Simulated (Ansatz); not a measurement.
Ansatz (a quantum-chemistry and plane-wave program) input (r2SCAN/def2-TZVP):

Ansatz 0.2 input:
```yaml
crystal:
  periodic: [false, false, false]
  atoms:
    - {symbol: N, position_ang: [0.00456047, 0.00186225, 0.14178543]}
    - {symbol: H, position_ang: [-0.02755881, 0.79955398, -0.50646319]}
    - {symbol: H, position_ang: [-0.00436445, -0.81258975, -0.48603483]}
basis:
  gaussian:
    orbitals: def2-TZVP
hamiltonian:
  xc: {name: r2SCAN}
magnetization: {spin_polarized: true, initial_magnetization: 1}
relax: {f_tol: 0.003, max_steps: 100}
```

Output:

```
Functional definition: r2SCAN
integrals: 0.00 GiB planned
243 factors; their error is unknown
mean field: 0.09 GiB planned
mean field evaluation 1: about -1517.3704 eV, gradient 2.7e1 eV
mean field evaluation 2: about -1514.9798 eV, gradient 3.5e1 eV
mean field evaluation 4: about -1520.3116 eV, gradient 2.9e-1 eV
mean field evaluation 8: about -1520.3050 eV, gradient 3.5e-3 eV
mean field -1520.30502571 eV, -55.8701791951 hartree, gradient 2.4e-5 eV, S^2 0.754874; 0 other end points of the search recorded, 0 dependent functions left out
the calculation of the forces begins
reference -1520.30503239 eV, -55.8701794406 hartree; 5, 4 occupied and 38, 39 virtual orbitals, 243 factors
relax step   1: F+E_penalty+E_count = -1520.30502571 eV  Δ(F+E_penalty+E_count) = +0.000e0 eV  max|allowed force component| = 5.200e-2 eV/Å  Δτ_max = 0.0000 Å  (30 SCF iters, accepted)
these checks for a lower state are left out or cut short: starts, cluster_reference, orbital_swaps, neighbouring_geometries, increment
integrals: 0.00 GiB planned
243 factors; their error is unknown
mean field: 0.09 GiB planned
mean field evaluation 16: about -1520.3121 eV, gradient 1.2e-4 eV
mean field -1520.30520019 eV, -55.8701856069 hartree, gradient 1.8e-5 eV, S^2 0.754871; 0 other end points of the search recorded, 0 dependent functions left out
the calculation of the forces begins
reference -1520.30520687 eV, -55.8701858525 hartree; 5, 4 occupied and 38, 39 virtual orbitals, 243 factors
relax step   2: F+E_penalty+E_count = -1520.30520019 eV  Δ(F+E_penalty+E_count) = -1.745e-4 eV  max|allowed force component| = 3.050e-2 eV/Å  Δτ_max = 0.0022 Å  (34 SCF iters, accepted)
these checks for a lower state are left out or cut short: starts, cluster_reference, orbital_swaps, neighbouring_geometries, increment
integrals: 0.00 GiB planned
243 factors; their error is unknown
mean field: 0.09 GiB planned
mean field -1520.30522792 eV, -55.8701866260 hartree, gradient 1.8e-5 eV, S^2 0.754871; 0 other end points of the search recorded, 0 dependent functions left out
the calculation of the forces begins
reference -1520.30523460 eV, -55.8701868716 hartree; 5, 4 occupied and 38, 39 virtual orbitals, 243 factors
relax step   3: F+E_penalty+E_count = -1520.30522792 eV  Δ(F+E_penalty+E_count) = -2.773e-5 eV  max|allowed force component| = 5.561e-3 eV/Å  Δτ_max = 0.0011 Å  (34 SCF iters, accepted)
these checks for a lower state are left out or cut short: starts, cluster_reference, orbital_swaps, neighbouring_geometries, increment
integrals: 0.00 GiB planned
243 factors; their error is unknown
mean field: 0.09 GiB planned
mean field evaluation 32: about -1520.3121 eV, gradient 8.1e-5 eV
mean field -1520.30522840 eV, -55.8701866437 hartree, gradient 1.8e-5 eV, S^2 0.754872; 0 other end points of the search recorded, 0 dependent functions left out
the calculation of the forces begins
reference -1520.30523508 eV, -55.8701868894 hartree; 5, 4 occupied and 38, 39 virtual orbitals, 243 factors
relax step   4: F+E_penalty+E_count = -1520.30522840 eV  Δ(F+E_penalty+E_count) = -4.831e-7 eV  max|allowed force component| = 3.439e-4 eV/Å  Δτ_max = 0.0001 Å  (36 SCF iters, accepted)
integrals: 0.00 GiB planned
243 factors; their error is unknown
mean field: 0.09 GiB planned
mean field -1520.30522840 eV, -55.8701866437 hartree, gradient 1.8e-5 eV, S^2 0.754872; 1 other end points of the search recorded, 0 dependent functions left out
the calculation of the forces begins
reference -1520.30523508 eV, -55.8701868894 hartree; 5, 4 occupied and 38, 39 virtual orbitals, 243 factors
Total energy: -1520.30523508 eV, -55.8701868894 hartree
Atom 0 at     0.004647     0.001897     0.144469 Å, force    -0.000011    -0.000005    -0.000344 eV/Å
Atom 1 at    -0.027559     0.796541    -0.507767 Å, force     0.000009    -0.000272     0.000175 eV/Å
Atom 2 at    -0.004451    -0.809612    -0.487414 Å, force     0.000002     0.000277     0.000168 eV/Å
Dipole moment:    -0.013022    -0.005317    -0.404845 e Å
```
